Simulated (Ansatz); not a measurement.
A calculation with Ansatz (development build ahead of 0.2.0).

```yaml
crystal:
  periodic: [false, false, false]
  atoms:
    - { symbol: Na, position_ang: [-0.02909, -0.04038, -0.16264] }
    - { symbol: H, position_ang: [-0.02608, 0.04183, 1.74401] }
basis:
  gaussian: { orbitals: def2-TZVP }
hamiltonian:
  xc: hf
output:
  forces: true
```

The input is written out in the form of the current development build from the run's settings.

Results

```json
{
 "Converged": "yes",
 "Total energy": "-162.38556 hartree",
 "Spin squared of the determinant": "0.000",
 "Stability test": "minimum among restricted orbitals"
}
```

Forces (eV/Å):
```csv
atom,Fx,Fy,Fz
Na1,0.000,-0.001,-0.029
H2,0.000,0.001,0.029
```
